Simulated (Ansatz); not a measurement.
# BClH2S (SMILES SBCl): functionals against CCSD(T) at one geometry

Aim: energy, forces and dipole at a structure displaced at random from a GFN2-xTB minimum, from CCSD(T) and from density functionals.

Program: Ansatz 0.2.0, Gaussian basis. Level of theory: single points in def2-TZVPP. These are calculated values, not measurements.

Cores are frozen in the correlated methods.

### 1 The starting structure

SMILES `SBCl`, 5 atoms, charge 0, spin multiplicity 1.

Atoms are counted from 1 here; the program's logs count them from 0.

Bond lengths: S1–B2 1.921 Å, S1–H4 1.335 Å, B2–Cl3 1.786 Å, B2–H5 0.919 Å. Angles: B2–S1–H4 88.4°, S1–B2–Cl3 108.5°, S1–B2–H5 134.6°, Cl3–B2–H5 116.3°.

Coordinates:

```xyz
5

S    -1.2722   -0.0632   -0.4400
B     0.5241   -0.1356    0.2365
Cl    0.8660   -1.8094    0.7576
H    -1.0680    1.2215   -0.7418
H     1.2361    0.4460    0.2423
```

### 2 CCSD(T)/def2-TZVPP

run/in.yaml

```yaml
crystal:
  periodic: [false, false, false]
  atoms:
    - {symbol: S, position_ang: [-1.272200, -0.063200, -0.440000]}
    - {symbol: B, position_ang: [0.524100, -0.135600, 0.236500]}
    - {symbol: Cl, position_ang: [0.866000, -1.809400, 0.757600]}
    - {symbol: H, position_ang: [-1.068000, 1.221500, -0.741800]}
    - {symbol: H, position_ang: [1.236100, 0.446000, 0.242300]}
basis:
  gaussian: {orbitals: def2-TZVPP}
correlation: {method: ccsd_t}
output: {forces: true}
```

The command line of these runs was not kept.

### 3 PBE0-D4/def2-TZVPP

run/in.yaml: that of step 2 with these lines changed.

```diff
@@ -10,3 +10,3 @@
   gaussian: {orbitals: def2-TZVPP}
-correlation: {method: ccsd_t}
-output: {forces: true}
+hamiltonian: {xc: pbe0, dispersion: d4}
+output: {forces: true, orbitals: {seedname: orbitals}}
```

### 4 wB97M-V/def2-TZVPP

run/in.yaml: that of step 3 with these lines changed.

```diff
@@ -10,3 +10,3 @@
   gaussian: {orbitals: def2-TZVPP}
-hamiltonian: {xc: pbe0, dispersion: d4}
-output: {forces: true, orbitals: {seedname: orbitals}}
+hamiltonian: {xc: {name: wB97M-V}}
+output: {forces: true}
```

### 5 r2SCAN-D4/def2-TZVPP

run/in.yaml: that of step 4 with these lines changed.

```diff
@@ -10,3 +10,3 @@
   gaussian: {orbitals: def2-TZVPP}
-hamiltonian: {xc: {name: wB97M-V}}
+hamiltonian: {xc: r2scan, dispersion: d4}
 output: {forces: true}
```

### 6 PBE-D4/def2-TZVPP

run/in.yaml: that of step 5 with these lines changed.

```diff
@@ -10,3 +10,3 @@
   gaussian: {orbitals: def2-TZVPP}
-hamiltonian: {xc: r2scan, dispersion: d4}
+hamiltonian: {xc: pbe, dispersion: d4}
 output: {forces: true}
```

### 7 r2SCANh-D4/def2-TZVPP

run/in.yaml: that of step 6 with these lines changed.

```diff
@@ -10,3 +10,3 @@
   gaussian: {orbitals: def2-TZVPP}
-hamiltonian: {xc: pbe, dispersion: d4}
+hamiltonian: {xc: {name: r2SCANh}, dispersion: d4}
 output: {forces: true}
```

### 8 BLYP-D4/def2-TZVPP

run/in.yaml: that of step 7 with these lines changed.

```diff
@@ -10,3 +10,3 @@
   gaussian: {orbitals: def2-TZVPP}
-hamiltonian: {xc: {name: r2SCANh}, dispersion: d4}
+hamiltonian: {xc: {name: BLYP}, dispersion: d4}
 output: {forces: true}
```

(Steps that only read results are left out.)

Before running it: what results should come out? Wanted: energy less free atoms, CCSD(T)/def2-TZVPP; RMS force component; RMS force error; HOMO and LUMO, PBE0-D4; T1 diagnostic.

The runs gave:

| quantity | value |
| --- | --- |
| energy less free atoms, CCSD(T)/def2-TZVPP | -14.606 eV |
| RMS force component | 5.308 to 5.541 eV/Å over the methods |
| RMS force error | PBE0-D4 0.089, wB97M-V 0.088, r2SCAN-D4 0.053, PBE-D4 0.159, r2SCANh-D4 0.056, BLYP-D4 0.256 eV/Å |
| HOMO and LUMO, PBE0-D4 | -8.02 and -1.68 eV |
| T1 diagnostic | 0.015 |

**Reading.** Against CCSD(T) the functionals' energies less atoms differ by -0.913 to -0.470 eV, PBE-D4 by -0.913 eV. The reference is not at the basis limit: in triple zeta CCSD(T) underbinds, which counts against methods that bind more; the gaps are no ranking. For forces r2SCAN-D4 does best and BLYP-D4 worst. Frozen-core CCSD(T) forces in triple zeta carry basis errors of their own, and this is one geometry, so small gaps rank nothing.
